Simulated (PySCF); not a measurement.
**TDDFT excited states: C6H6N2**

Species: C₆H₆N₂.
SMILES with atom numbers: `[cH:1]1[cH:2][c:3]2[nH:4][cH:5][cH:6][c:7]2[nH:8]1` (hydrogens: H9 on C1; H10 on C2; H11 on N4; H12 on C5; H13 on C6; H14 on N8)

Theory: PySCF 2.14.0, density-fitted response routines, TDDFT CAM-B3LYP/def2-SVPD, vertical, gas phase, core orbitals frozen in the response. Geometry: PBE0-D3(BJ)/def2-SVP; no solvent, vibrations or thermal averaging.

```
state  λ (nm)  E (eV)       f  symmetry  main configurations (H = HOMO, L = LUMO)
   S1   231.1    5.37  0.0097        Au                                 H→L (95%)
   S2   227.6    5.45  0.0000         –                               H→L+1 (97%)
   S3   222.7    5.57   0.400        Bu                               H→L+2 (94%)
   S4   208.5    5.95   0.080        Bu                H-1→L+2 (88%), H→L+10 (9%)
   S5   205.1    6.04  0.0010         –                               H-1→L (92%)
   S6   204.0    6.08  0.0000         –                 H→L+3 (87%), H-1→L+1 (9%)
   S7   202.9    6.11  0.0000         –                 H-1→L+1 (86%), H→L+3 (8%)
   S8   195.1    6.36  0.0020        Au                  H→L+4 (67%), H→L+7 (22%)
   S9   190.5    6.51   0.024        Au      H→L+5 (70%), H→L+4 (17%), H→L+7 (9%)
  S10   187.7    6.60  0.0000         –                               H→L+6 (94%)
```

Triplets, Tamm–Dancoff:

```json
{"state": "T1", "E (eV)": "3.67", "λ (nm)": "338.1", "main configurations (H = HOMO, L = LUMO)": "H→L+2 (92%)"}
{"state": "T2", "E (eV)": "4.75", "λ (nm)": "261.0", "main configurations (H = HOMO, L = LUMO)": "H-1→L+2 (93%)"}
{"state": "T3", "E (eV)": "4.89", "λ (nm)": "253.4", "main configurations (H = HOMO, L = LUMO)": "H→L+6 (62%), H-2→L+2 (28%)"}
{"state": "T4", "E (eV)": "5.32", "λ (nm)": "232.9", "main configurations (H = HOMO, L = LUMO)": "H→L (94%)"}
```

The lowest singlet comes at 231 nm (518 kJ/mol) in the ultraviolet; it is weak; its leading configuration is HOMO→LUMO (95%). The strongest level in the table is S3 at 5.57 eV (223 nm, f = 0.400). Löwdin shares by element: HOMO carbon 63% or more (atoms not listed hold the other 37%); LUMO (one of a set within 0.03 eV) hydrogen 26% or more, carbon 24% or more (atoms not listed hold the other 50%). The listed states span 1.24 eV, and the widest gap between neighbours is 0.38 eV (S3 to S4). Of the 10 states listed, 3 reach f = 0.01 and 4 stay under 0.0005. The oscillator strengths of these states sum to 0.516; summed over the whole spectrum of an exact calculation they would give the number of electrons, 56 (Thomas–Reiche–Kuhn). No computed singlet lies in the visible range (380 to 750 nm); the lowest, at 231 nm, stands 2.10 eV above its violet end (3.26 eV). All these states lie below the vertical ionisation energy of 7.18 eV (ΔSCF). Symmetry labels in C2h follow from the direction of the transition dipole and are given only for states with f of 0.002 or more. Only the lowest 10 singlets were computed, as vertical energies without vibronic structure.
